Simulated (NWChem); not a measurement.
# CH3NaS (SMILES C[S][Na]) at 5 levels

Wanted: a comparison of 5 runs (HF/STO-3G, HF/3-21G, SVWN5/6-31G, B3LYP/6-31G*) of CH3NaS. 

Program for the calculation: NWChem 7.3.0.

## 1. The system as given

CH3NaS has 6 atoms, charge 0, and is taken as a singlet. As SMILES, `C[S][Na]`. The coordinates come from a PBE0-D4/def2-TZVP relaxation.

Bond lengths: C1–S2 1.822 Å, S2–Na3 2.478 Å, C1–H4 1.092 Å, C1–H5 1.092 Å, C1–H6 1.092 Å. Angles: C1–S2–Na3 107.5°, S2–C1–H4 108.5°, S2–C1–H5 112.2°, S2–C1–H6 112.2°, H4–C1–H5 107.6°, H4–C1–H6 107.6°, H5–C1–H6 108.6°.

## 2. Energy and forces at HF/STO-3G (run 1)

File run.py:

```python
from ase import Atoms
from ase.calculators.nwchem import NWChem

system = Atoms('CSNaHHH', positions=[
    [-0.413100, 0.331700, -0.391900],
    [-0.168900, -1.222400, 0.527100],
    [2.035300, -1.083000, 1.651500],
    [-1.385700, 0.292700, -0.886900],
    [0.344900, 0.476700, -1.165000],
    [-0.412500, 1.204300, 0.265200],
])

calc = NWChem(
    label='mol',
    theory='scf',
    memory='2200 mb',
    basis='STO-3G',
    basispar='spherical bse',
    scf={'nopen': '0', 'rhf': None, 'thresh': '1e-08', 'maxiter': '80', 'print': 'low'},
)
system.calc = calc

forces = system.get_forces()
print("Total energy (eV):", round(system.get_potential_energy(), 6))
print("forces (eV/A):")
for s, f in zip(system.symbols, forces):
    print(f"{s:2s} {f[0]:10.5f} {f[1]:10.5f} {f[2]:10.5f}")
```

On the command line:

```console
$ export ASE_NWCHEM_COMMAND="nwchem PREFIX.nwi > PREFIX.nwo"
$ python run.py
```

The log of the run:

```text
Total energy (eV): -16113.586771
forces (eV/A):
C     0.17448   -1.29985    0.75287
S     2.01117    0.43025    0.87433
Na   -2.28299    0.02782   -1.25238
H     0.24683    0.35054   -0.04901
H    -0.17129    0.33820    0.01743
H     0.02180    0.15308   -0.34324
```

The calculator wrote mol.nwi:

```
title "mol"

permanent_dir mol

scratch_dir mol

start mol

geometry units angstrom nocenter noautosym noautoz
  C  -4.1310000000000002e-01 3.3169999999999999e-01 -3.9190000000000003e-01
  S  -1.6889999999999999e-01 -1.2223999999999999e+00 5.2710000000000001e-01
  Na 2.0352999999999999e+00 -1.0830000000000000e+00 1.6515000000000000e+00
  H  -1.3856999999999999e+00 2.9270000000000002e-01 -8.8690000000000002e-01
  H  3.4489999999999998e-01 4.7670000000000001e-01 -1.1650000000000000e+00
  H  -4.1249999999999998e-01 1.2042999999999999e+00 2.6519999999999999e-01
end

memory 2200 mb

basis spherical bse noprint
   * library STO-3G
end

scf
  nopen 0
  rhf
  thresh 1e-08
  maxiter 80
  print low
end

task scf gradient
```

mol.nwo:

```text
Northwest Computational Chemistry Package (NWChem) 7.3.0
             --------------------------------------------------------

           Job information
           ---------------

    nwchem branch   = 7.3.0
    use scalapack   = T
    input           = mol.nwi
    prefix          = mol.
    data base       = mol/mol.db
    status          = startup
    nproc           =        1

           Memory information
           ------------------

    heap     =     72089596 doubles =      550.0 Mbytes
    stack    =     72089601 doubles =      550.0 Mbytes
    global   =    144179200 doubles =     1100.0 Mbytes (distinct from heap & stack)
    total    =    288358397 doubles =     2200.0 Mbytes
    verify   = yes
    hardfail = no

[... 39 lines left out ...]
            Nuclear Dipole moment (a.u.)
[... 67 lines left out ...]
       Final RHF  results
[... 2 lines left out ...]
         Total SCF energy =   -592.163396462411
      One-electron energy =  -1028.613701243877
      Two-electron energy =    336.423258258057
 Nuclear repulsion energy =    100.027046523410
[... 1 line left out ...]
        Time for solution =      0.5s

                              NWChem Gradients Module
                              -----------------------

                         RHF ENERGY GRADIENTS

    atom               coordinates                        gradient
                 x          y          z           x          y          z
   1 C      -0.780646   0.626822  -0.740584   -0.003393   0.025278  -0.014641
   2 S      -0.319175  -2.310001   0.996075   -0.039111  -0.008367  -0.017003
   3 Na      3.846159  -2.046573   3.120882    0.044397  -0.000541   0.024355
   4 H      -2.618593   0.553123  -1.675998   -0.004800  -0.006817   0.000953
   5 H       0.651766   0.900832  -2.201531    0.003331  -0.006577  -0.000339
   6 H      -0.779512   2.275797   0.501155   -0.000424  -0.002977   0.006675

 Task  times  cpu:        0.7s     wall:        0.7s
 Total times  cpu:        0.7s     wall:        0.7s
```

It took 1.5 s on 1 thread of AMD EPYC 9R45 (Zen 5), shared host; peak memory 0.1 GiB.

## 3. Energy and gradient at HF/3-21G (run 2)

File nw.xyz:

```xyz
6
CH3NaS hf
C     -0.413100     0.331700    -0.391900
S     -0.168900    -1.222400     0.527100
Na     2.035300    -1.083000     1.651500
H     -1.385700     0.292700    -0.886900
H      0.344900     0.476700    -1.165000
H     -0.412500     1.204300     0.265200
```

File run.py:

```python
from ase.io import read
from ase.calculators.nwchem import NWChem

molecule = read('nw.xyz')

calc = NWChem(
    label='nw',
    theory='scf',
    memory='2200 mb',
    basis='3-21G',
    basispar='spherical bse',
    scf={'nopen': '0', 'rhf': None, 'thresh': '1e-08', 'maxiter': '80'},
)
molecule.calc = calc

forces = molecule.get_forces()
print("Total energy (eV):", round(molecule.get_potential_energy(), 6))
print("forces (eV/A):")
for s, f in zip(molecule.symbols, forces):
    print(f"{s:2s} {f[0]:10.5f} {f[1]:10.5f} {f[2]:10.5f}")
print("dipole (e A):", molecule.get_dipole_moment().round(4))
```

On the command line:

```console
$ export ASE_NWCHEM_COMMAND="nwchem PREFIX.nwi > PREFIX.nwo"
$ python run.py
```

The log of the run:

```text
Total energy (eV): -16213.851469
forces (eV/A):
C    -0.46547    1.65209   -1.08891
S     0.06479   -1.31887    0.70243
Na    0.25989   -0.03651    0.15920
H     0.35692    0.04988    0.16285
H    -0.22348   -0.06351    0.24904
H     0.00735   -0.28308   -0.18461
dipole (e A): [1.7155 0.2822 0.7873]
```

The calculator wrote nw.nwi:

```
title "nw"

permanent_dir nw

scratch_dir nw

start nw

geometry units angstrom nocenter noautosym noautoz
  C  -4.1310000000000002e-01 3.3169999999999999e-01 -3.9190000000000003e-01
  S  -1.6889999999999999e-01 -1.2223999999999999e+00 5.2710000000000001e-01
  Na 2.0352999999999999e+00 -1.0830000000000000e+00 1.6515000000000000e+00
  H  -1.3856999999999999e+00 2.9270000000000002e-01 -8.8690000000000002e-01
  H  3.4489999999999998e-01 4.7670000000000001e-01 -1.1650000000000000e+00
  H  -4.1249999999999998e-01 1.2042999999999999e+00 2.6519999999999999e-01
end

memory 2200 mb

basis spherical bse noprint
   * library 3-21G
end

scf
  nopen 0
  rhf
  thresh 1e-08
  maxiter 80
end

task scf gradient
```

nw.nwo:

```text
Northwest Computational Chemistry Package (NWChem) 7.3.0
             --------------------------------------------------------

           Job information
           ---------------

    nwchem branch   = 7.3.0
    use scalapack   = T
    input           = nw.nwi
    prefix          = nw.
    data base       = nw/nw.db
    status          = startup
    nproc           =        1

           Memory information
           ------------------

    heap     =     72089596 doubles =      550.0 Mbytes
    stack    =     72089601 doubles =      550.0 Mbytes
    global   =    144179200 doubles =     1100.0 Mbytes (distinct from heap & stack)
    total    =    288358397 doubles =     2200.0 Mbytes
    verify   = yes
    hardfail = no

[... 133 lines left out ...]
 Convergence threshold     :          1.000E-08
[... 12 lines left out ...]
       Final RHF  results
[... 3 lines left out ...]
      One-electron energy =  -1028.172093103931
[... 1 line left out ...]
 Nuclear repulsion energy =    100.027046523410
[... 36 lines left out ...]
                       ROHF Final Molecular Orbital Analysis
[... 233 lines left out ...]
                 ----------------------------------------
                 |  Time  |  1-e(secs)   |  2-e(secs)   |
                 ----------------------------------------
                 |  CPU   |       0.00   |       0.29   |
                 ----------------------------------------
                 |  WALL  |       0.00   |       0.29   |
                 ----------------------------------------

 Task  times  cpu:        0.9s     wall:        0.9s
 Total times  cpu:        0.9s     wall:        0.9s
```

Wall time 1.7 s (1 thread of AMD EPYC 9R45 (Zen 5), shared host); peak memory 0.1 GiB.

Run 3 isn't shown in full; the table further down has it.

## 4. Energy and gradient at B3LYP/6-31G(d) (spherical functions) (run 4)

File run.py:

```python
from ase import Atoms
from ase.calculators.nwchem import NWChem

molecule = Atoms(['C', 'S', 'Na', 'H', 'H', 'H'], positions=[
    [-0.413100, 0.331700, -0.391900],
    [-0.168900, -1.222400, 0.527100],
    [2.035300, -1.083000, 1.651500],
    [-1.385700, 0.292700, -0.886900],
    [0.344900, 0.476700, -1.165000],
    [-0.412500, 1.204300, 0.265200],
])

calc = NWChem(
    label='test',
    theory='dft',
    memory='2200 mb',
    basis='6-31G*',
    basispar='spherical bse',
    dft={'xc': 'b3lyp', 'mult': '1', 'grid': 'xfine', 'convergence': 'energy 1e-08', 'iterations': '100', 'mulliken': None},
)
molecule.calc = calc

forces = molecule.get_forces()
print(f"energy = {molecule.get_potential_energy():.6f} eV")
print("forces (eV/A):")
for s, f in zip(molecule.symbols, forces):
    print(f"{s:2s} {f[0]:10.5f} {f[1]:10.5f} {f[2]:10.5f}")
print("dipole (e A):", molecule.get_dipole_moment().round(4))
```

On the command line:

```console
$ export ASE_NWCHEM_COMMAND="nwchem PREFIX.nwi > PREFIX.nwo"
$ python run.py
```

The log of the run:

```text
energy = -16338.141042 eV
forces (eV/A):
C    -0.03764    0.31265   -0.18039
S     0.00355   -0.47375    0.24230
Na    0.08012   -0.00874    0.04767
H    -0.09441    0.01301   -0.05692
H     0.05811    0.04541   -0.09086
H    -0.00972    0.11143    0.03826
dipole (e A): [1.382  0.2414 0.6273]
```

The calculator wrote test.nwi:

```
title "test"

permanent_dir test

scratch_dir test

start test

geometry units angstrom nocenter noautosym noautoz
  C  -4.1310000000000002e-01 3.3169999999999999e-01 -3.9190000000000003e-01
  S  -1.6889999999999999e-01 -1.2223999999999999e+00 5.2710000000000001e-01
  Na 2.0352999999999999e+00 -1.0830000000000000e+00 1.6515000000000000e+00
  H  -1.3856999999999999e+00 2.9270000000000002e-01 -8.8690000000000002e-01
  H  3.4489999999999998e-01 4.7670000000000001e-01 -1.1650000000000000e+00
  H  -4.1249999999999998e-01 1.2042999999999999e+00 2.6519999999999999e-01
end

memory 2200 mb

basis spherical bse noprint
   * library 6-31G*
end

dft
  xc b3lyp
  mult 1
  grid xfine
  convergence energy 1e-08
  iterations 100
  mulliken
end

task dft gradient
```

test.nwo:

```text
Northwest Computational Chemistry Package (NWChem) 7.3.0
             --------------------------------------------------------

           Job information
           ---------------

    nwchem branch   = 7.3.0
    use scalapack   = T
    input           = test.nwi
    prefix          = test.
    data base       = test/test.db
    status          = startup
    nproc           =        1

           Memory information
           ------------------

    heap     =     72089596 doubles =      550.0 Mbytes
    stack    =     72089601 doubles =      550.0 Mbytes
    global   =    144179200 doubles =     1100.0 Mbytes (distinct from heap & stack)
    total    =    288358397 doubles =     2200.0 Mbytes
    verify   = yes
    hardfail = no

[... 104 lines left out ...]
  convergence criterion.
[... 41 lines left out ...]
          Spatial weights used:  Erf1
[... 84 lines left out ...]
         Total DFT energy =     -600.415613778610
[... 3 lines left out ...]
 Nuclear repulsion energy =      100.027046523410
[... 462 lines left out ...]
          Convergence on gradient requested:  5.00D-04
[... 28 lines left out ...]
          total energy or number of iterations.
[... 37 lines left out ...]
                 ----------------------------------------
                 |  Time  |  1-e(secs)   |  2-e(secs)   |
                 ----------------------------------------
                 |  CPU   |       0.00   |       2.09   |
                 ----------------------------------------
                 |  WALL  |       0.00   |       2.09   |
                 ----------------------------------------

 Task  times  cpu:       10.7s     wall:       10.7s
 Total times  cpu:       10.8s     wall:       10.8s
```

Wall time 12 s (1 thread of AMD EPYC 9R45 (Zen 5), shared host); peak memory 0.13 GiB.

## 5. Energy and forces at B3LYP/6-31G(d) (Cartesian functions) (run 5)

File ch3nas.nw:

```
start ch3nas
memory total 2200 mb

geometry noautosym nocenter noautoz
C     -0.413100     0.331700    -0.391900
S     -0.168900    -1.222400     0.527100
Na     2.035300    -1.083000     1.651500
H     -1.385700     0.292700    -0.886900
H      0.344900     0.476700    -1.165000
H     -0.412500     1.204300     0.265200
end

basis cartesian
* library 6-31G*
end

dft
xc b3lyp
grid xfine
convergence energy 1e-08
maxiter 100
mulliken
print medium
end

task dft gradient
```

On the command line:

```console
$ nwchem ch3nas.nw > ch3nas.out
```

The log of the run:

```text
[...]
          Wavefunction type:  closed shell.
          No. of atoms     :     6
          No. of electrons :    36
[...]
          Charge           :     0
          Spin multiplicity:     1
[...]
          AO basis - number of functions:    59
[...]
              XC Information
              --------------
                         B3LYP Method XC Potential
                     Hartree-Fock (Exact) Exchange  0.200
                        Slater Exchange Functional  0.800 local
                    Becke 1988 Exchange Functional  0.720 non-local
              Lee-Yang-Parr Correlation Functional  0.810
                  VWN I RPA Correlation Functional  0.190 local
[...]
 d= 0,ls=0.0,diis     1   -600.3736557443 -7.00D+02  2.43D-02  3.76D-01     1.1
[...]
 d= 0,ls=0.0,diis    10   -600.4192230356 -2.66D-09  5.61D-07  6.13D-10     8.3
         Total DFT energy =     -600.419223035599
      One electron energy =    -1031.730738209312
           Coulomb energy =      378.030022436125
    Exchange-Corr. energy =      -46.745553785823
 Nuclear repulsion energy =      100.027046523410
[...]
      Total Density - Mulliken Population Analysis
     ---------------------------------------------
    Atom       Charge   Shell Charges
 -----------   ------   -------------------------------------------------------
    1 C    6     6.55   1.99  0.68  2.08  0.70  1.07  0.03
    2 S   16    16.38   2.00  1.99  5.97  1.39  3.00  0.54  1.51 -0.01
    3 Na  11    10.54   2.00  2.00  5.98  0.31  0.15  0.00  0.05  0.05
    4 H    1     0.83   0.53  0.31
    5 H    1     0.85   0.53  0.32
    6 H    1     0.85   0.53  0.32
[...]
  wavefunction    = closed shell
                         DFT ENERGY GRADIENTS
    atom               coordinates                        gradient
                 x          y          z           x          y          z
   1 C      -0.780646   0.626822  -0.740584    0.000779  -0.006226   0.003608
   2 S      -0.319175  -2.310001   0.996075   -0.000102   0.009291  -0.004769
   3 Na      3.846159  -2.046573   3.120882   -0.001546   0.000178  -0.000925
   4 H      -2.618593   0.553123  -1.675998    0.001778  -0.000246   0.001073
   5 H       0.651766   0.900832  -2.201531   -0.001098  -0.000872   0.001731
   6 H      -0.779512   2.275797   0.501155    0.000189  -0.002124  -0.000719
[...]
```

Wall time 12 s (1 thread of AMD EPYC 9R45 (Zen 5), shared host); peak memory 0.13 GiB.

## 6. The series

| run | level | iteration cap | module | energy (Eh) | largest force (eV/Å) | wall time |
| --- | --- | --- | --- | --- | --- | --- |
| 1 | HF/STO-3G | 80 | scf | -592.163396 | 2.604 | 1.5 s |
| 2 | HF/3-21G | 80 | scf | -595.848056 | 2.033 | 1.7 s |
| 3 | SVWN5/6-31G | 100 | dft | -597.756071 | 1.119 | 17 s |
| 4 | B3LYP/6-31G* (spherical functions) | 100 | dft | -600.415614 | 0.532 | 12 s |
| 5 | B3LYP/6-31G* (Cartesian functions) | 100 | dft | -600.419223 | 0.537 | 12 s |

## 7. Outcome

```
                       quantity          value
            run 5: total energy  -600.41922 Eh
           run 5: dipole moment         7.39 D
             run 5: HOMO energy       -4.46 eV
             run 5: LUMO energy       -1.95 eV
           run 5: HOMO–LUMO gap        2.51 eV
run 5: largest force on an atom     0.537 eV/Å
```

What this shows: Over runs 2, 3, 4, 5 the dipole moment (its size) runs from 7.19 D (SVWN5/6-31G) to 9.17 D (HF/3-21G). The two ends differ in method and basis. Over runs 2, 3, 4, 5 the HOMO–LUMO gap runs from 1.43 eV (SVWN5/6-31G) to 6.76 eV (HF/3-21G). Totals of different functionals can't be ranked against each other. In run 1 the basis is minimal, so the values are rough. All runs together took 44 s, the longest 17 s.
